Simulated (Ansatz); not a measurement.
# H2NaP: the cost of one run

The runs use Ansatz 0.2.0, Gaussian basis; def2-QZVPP, all electrons in the functionals, frozen cores in the correlation of double hybrids and RPA.

To be run: wB97M-V, B2PLYP, at charge 0, triplet; charge 0, singlet; charge 0, quintet; charge 1, doublet; charge 1, quartet.

2 further runs of the same task are left out: 2 set aside as unsound or not needed.

### 1 The geometry

The geometry is a PBE0/def2-TZVP stationary point (not a proven minimum).

4 atoms, charge 0, spin multiplicity 3.

Atoms are counted from 1 here; the program's logs count them from 0.

Bond lengths: P1–H3 1.428 Å, P1–H4 1.422 Å. Angles: H3–P1–H4 92.2°.

Geometry (Å):

```
atom   x (Å)    y (Å)    z (Å)
  P1  0.0000   0.0431   1.4855
 Na2  0.0000  -0.0140  -2.2040
  H3  0.0000   0.3514   2.8796
  H4  0.0000  -1.3562   1.7401
```

No dispersion term is added; wB97M-V holds VV10 nonlocal correlation.

The geometry shown and the zero of energy belong to the point charge 0, triplet. The yardstick, UCCSD(T), and other wave-function levels (R restricted, U unrestricted, valence and pair active spaces) come from earlier runs.

### 2 wB97M-V, charge 0, triplet

in.yaml reads:

```yaml
crystal:
  periodic: [false, false, false]
  atoms:
    - {symbol: P, position_ang: [0.000000, 0.043087, 1.485539]}
    - {symbol: Na, position_ang: [0.000000, -0.013997, -2.203989]}
    - {symbol: H, position_ang: [0.000000, 0.351389, 2.879640]}
    - {symbol: H, position_ang: [0.000000, -1.356203, 1.740145]}
basis:
  gaussian: {orbitals: "def2-QZVPP.json"}
magnetization: {spin_polarized: true, initial_magnetization: 2}
hamiltonian: {xc: {name: wB97M-V}}
output: {orbitals: {seedname: orbitals}}
```

Started as:

```bash
$ ansatz run in.yaml --threads 1 --pin off --events-out ev --progress --plain --max-ram 2393MiB
```

**Question.** How long does this run take on 1 thread of Arm Neoverse V1, shared host, and how much memory does it need?

About 26 s, with a peak of 0.54 GiB.
